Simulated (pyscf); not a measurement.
Structures and frequencies: ωB97X-D3(BJ)/def2-SVP in PySCF. MP2 and CC: frozen core, UHF for open shells. ΔMP2 is the change of the MP2 total energy from the triple- to the quadruple-zeta basis.

**Question.** What are the homolytic bond dissociation enthalpies (298 K) of F–CH(Cl)–Cl at CCSD(T)/def2-TZVPP + ΔMP2(QZVPP), weakest first?

**Answer.** C–Cl to F–CH•–Cl + Cl•: 335.1 kJ/mol; C–H to F–C•(Cl)–Cl + H•: 408.3 kJ/mol; C–F to F• + Cl–CH•–Cl: 449.7 kJ/mol. Ring and multiple bonds, and those that leave no two simple radicals, are not listed. The CCSD(T) − MP2 part came from Ansatz, without density fitting, on the same reference. Left out: the spin-orbit lowering of Cl, F.
